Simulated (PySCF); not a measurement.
# How the numerical set-up moves the result for P2

Aim: see how much the energy and properties of P2 depend on the numerical set-up.

Computed with PySCF 2.14.0. Level: method and basis as typed in the scripts.

1 further run of the same task is left out (it didn't finish).

## (1) Starting geometry

P2: 2 atoms, charge 0, spin multiplicity 1.

Bond lengths: P1–P2 1.917 Å.

## (2) Base script

Input file input.py:

```python
from pyscf import gto, scf, cc

mol = gto.M(
    atom='P 0 0 0; P 0 0 1.917',
    basis='def2-svp',
    charge=0,
    spin=0,
    verbose=4,
)
mf = scf.RHF(mol)
mf.kernel()
mycc = cc.CCSD(mf, frozen=10)
mycc.kernel()
e = mycc.eeccsd(nroots=8)[0]
print('roots (eV) =', (e*27.211386).round(3))
mf.dip_moment()
print('orbital energies (hartree):', mf.mo_energy[..., max(0, mol.nelec[1]-3):mol.nelec[0]+3].round(4))
```

On the command line:

```sh
> python input.py
```

Its log is not repeated here.

In short: E(SCF) = -681.243462 Eh, 8 cycles, E(CCSD) − E(SCF) = -0.24399 Eh, μ = 0.00 D, excitation roots 2.517, 2.517, 3.415, 3.415, 3.415 eV.

The bond length is a typed value, not an optimised one.

## (3) Cc-pcvdz

Run 1 changes basis set: def2-svp → cc-pcvdz.

Input file input.py:

```python
from pyscf import gto, scf, cc

mol = gto.M(
    atom='P 0 0 0; P 0 0 1.917',
    basis='cc-pcvdz',
    charge=0,
    spin=0,
    verbose=4,
)
mf = scf.RHF(mol)
mf.kernel()
mycc = cc.CCSD(mf, frozen=10)
mycc.kernel()
e = mycc.eeccsd(nroots=8)[0]
print('roots (eV) =', (e*27.211386).round(3))
mf.dip_moment()
print('orbital energies (hartree):', mf.mo_energy[..., max(0, mol.nelec[1]-3):mol.nelec[0]+3].round(4))
```

On the command line:

```sh
> python input.py
```

## (4) Density fitting cc-pvdz-jkfit

Run 2 changes density fitting: none → cc-pvdz-jkfit.

input.py: that of step 2 with these lines changed.

```diff
@@ -10,2 +10,3 @@
 mf = scf.RHF(mol)
+mf = mf.density_fit(auxbasis='cc-pvdz-jkfit')
 mf.kernel()
```

## (5) Density fitting weigend

Run 3 changes density fitting: none → weigend.

input.py: that of step 2 with these lines changed.

```diff
@@ -10,2 +10,3 @@
 mf = scf.RHF(mol)
+mf = mf.density_fit(auxbasis='weigend')
 mf.kernel()
```

## (6) 6-311++g**

Run 4 changes basis set: def2-svp → 6-311++g**.

input.py: that of step 2 with these lines changed.

```diff
@@ -4,3 +4,3 @@
     atom='P 0 0 0; P 0 0 1.917',
-    basis='def2-svp',
+    basis='6-311++g**',
     charge=0,
```

Before running it: what results should come out? Wanted: for each run, E(SCF); from base; gap; after the SCF.

As calculated:

```tsv
run	E(SCF) (hartree)	from base (eV)	cycles	gap (eV)	functions	after the SCF
base	-681.243462	0	8	10.75	36	CCSD correlation -6.639 eV, core frozen, first root 2.52 eV
cc-pcvdz	-681.465493	-6.0418	8	10.68	54	CCSD correlation -6.749 eV, core frozen, first root 2.52 eV
density fitting cc-pvdz-jkfit	-681.243062	+0.0109	8	10.75	36	CCSD correlation -6.654 eV, core frozen, first root 7.66 eV
density fitting weigend	-676.663911	+124.6159	8	10.75	36	CCSD correlation -6.488 eV, core frozen, first root 8.82 eV
6-311++g**	-681.460898	-5.9167	8	10.32	60	CCSD correlation -6.617 eV, core frozen, first root 2.50 eV
```

**Reading.** The largest comparable shift of the SCF energy, +124.616 eV, comes with the run “density fitting weigend”. cc-pcvdz (54 functions) gives an energy 6.04 eV lower than def2-svp (36). 6-311++g** (60 functions) gives an energy 5.92 eV lower than def2-svp (36). The dearest run is “density fitting cc-pvdz-jkfit”, at 13 s against 1.1 s.
